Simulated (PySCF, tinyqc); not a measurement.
CID on RHF in the sto-6g basis, for HF, spin multiplicity 1, step by step. The lowest restricted solution is unstable here: a spin-polarised one lies 0.0513 hartree lower (PySCF). One step of it, computed by the program tinyqc.

Question. CID: determinants and Hamiltonian. Slater-Condon rules over spin orbitals, with the nuclear repulsion added and E(HF) subtracted on the diagonal. Only determinants linked to the reference directly or through others are kept (one block of an abelian symmetry group), so some states are absent.

one-electron integrals over orbitals h = C^T H C (hartree):
```
[[-40.770962, 0.739720, 0.000000, 0.000000, -0.088255, -0.100789],
 [0.739720, -9.179404, 0.000000, 0.000000, 0.385678, 0.568650],
 [0.000000, 0.000000, -8.571936, 0.000000, 0.000000, 0.000000],
 [0.000000, 0.000000, 0.000000, -8.571936, 0.000000, 0.000000],
 [-0.088255, 0.385678, 0.000000, 0.000000, -6.431556, 2.476738],
 [-0.100789, 0.568650, 0.000000, 0.000000, 2.476738, -5.827548]]
```

Two-electron integrals over orbitals (pq|rs), unique and non-zero (hartree):
```
(11|11) 5.382872    (21|11) -0.540574   (21|21) 0.087474    (22|11) 1.266849
(22|21) -0.025110   (22|22) 0.888240    (31|31) 0.030338    (32|31) 0.040403
(32|32) 0.192598    (33|11) 1.265992    (33|21) -0.014399   (33|22) 0.904773
(33|33) 0.998085    (41|41) 0.030338    (42|41) 0.040403    (42|42) 0.192598
(43|43) 0.053789    (44|11) 1.265992    (44|21) -0.014399   (44|22) 0.904773
(44|33) 0.890506    (44|44) 0.998085    (51|11) 0.068786    (51|21) -0.011027
(51|22) 0.003893    (51|33) 0.001755    (51|44) 0.001755    (51|51) 0.016275
(52|11) -0.091974   (52|21) 0.003492    (52|22) -0.042465   (52|33) -0.050789
(52|44) -0.050789   (52|51) 0.020541    (52|52) 0.120553    (53|31) -0.004645
(53|32) -0.019017   (53|53) 0.031340    (54|41) -0.004645   (54|42) -0.019017
(54|54) 0.031340    (55|11) 0.842348    (55|21) -0.007546   (55|22) 0.657583
(55|33) 0.642819    (55|44) 0.642819    (55|51) -0.001134   (55|52) -0.005170
(55|55) 0.635977    (61|11) 0.075579    (61|21) -0.012505   (61|22) 0.002839
(61|33) 0.001997    (61|44) 0.001997    (61|51) -0.013919   (61|52) -0.022036
(61|55) 0.003168    (61|61) 0.017922    (62|11) -0.109655   (62|21) 0.003304
(62|22) -0.059994   (62|33) -0.060392   (62|44) -0.060392   (62|51) -0.019918
(62|52) -0.087653   (62|55) -0.019213   (62|61) 0.019569    (62|62) 0.090662
(63|31) -0.004853   (63|32) -0.020039   (63|53) -0.024746   (63|63) 0.027495
(64|41) -0.004853   (64|42) -0.020039   (64|54) -0.024746   (64|64) 0.027495
(65|11) -0.453131   (65|21) 0.006916    (65|22) -0.273278   (65|33) -0.272661
(65|44) -0.272661   (65|51) 0.001192    (65|52) 0.061938    (65|55) -0.084341
(65|61) -0.003273   (65|62) 0.024132    (65|65) 0.260496    (66|11) 0.803428
(66|21) -0.008039   (66|22) 0.613369    (66|33) 0.600010    (66|44) 0.600010
(66|51) 0.007199    (66|52) 0.033340    (66|55) 0.624292    (66|61) -0.005412
(66|62) -0.042811   (66|65) -0.028842   (66|66) 0.643910
```

nuclear repulsion = 3.23106845 hartree

Hartree-Fock energy = -99.35273573 hartree

Give: determinants; H - E(HF) between determinants.

Answer.

Occupation strings over the orbitals (2 doubly, a alpha, b beta, 0 empty; spin orbitals ordered 1a 1b 2a 2b ...): 222220 222202 2a22b2 a222b2 222022 220222 2b22a2 202222 ab2222 b222a2 ba2222 022222

H - E(HF) between determinants (hartree), order 222220, 222202, 2a22b2, a222b2, 222022, 220222, 2b22a2, 202222, ab2222, b222a2, ba2222, 022222:
```
[[0.000, 0.260, -0.024, 0.003, 0.027, 0.027, 0.024, 0.091, -0.020, -0.003, 0.020, 0.018],
 [0.260, 0.613, 0.048, 0.019, 0.031, 0.031, -0.048, 0.121, -0.021, -0.019, 0.021, 0.016],
 [-0.024, 0.048, 1.479, 0.028, 0.019, 0.019, -0.121, 0.085, 0.003, -0.021, 0.014, 0.011],
 [0.003, 0.019, 0.028, 26.065, 0.005, 0.005, -0.021, -0.003, -0.135, -0.016, 0.011, -0.051],
 [0.027, 0.031, 0.019, 0.005, 0.706, 0.054, -0.019, 0.193, -0.040, -0.005, 0.040, 0.030],
 [0.027, 0.031, 0.019, 0.005, 0.054, 0.706, -0.019, 0.193, -0.040, -0.005, 0.040, 0.030],
 [0.024, -0.048, -0.121, -0.021, -0.019, -0.019, 1.479, -0.085, 0.014, 0.028, 0.003, -0.011],
 [0.091, 0.121, 0.085, -0.003, 0.193, 0.193, -0.085, 2.554, -0.011, 0.003, 0.011, 0.087],
 [-0.020, -0.021, 0.003, -0.135, -0.040, -0.040, 0.014, -0.011, 27.334, 0.011, -0.087, 0.505],
 [-0.003, -0.019, -0.021, -0.016, -0.005, -0.005, 0.028, 0.003, 0.011, 26.065, -0.135, 0.051],
 [0.020, 0.021, 0.014, 0.011, 0.040, 0.040, 0.003, 0.011, -0.087, -0.135, 27.334, -0.505],
 [0.018, 0.016, 0.011, -0.051, 0.030, 0.030, -0.011, 0.087, 0.505, 0.051, -0.505, 55.850]]
```
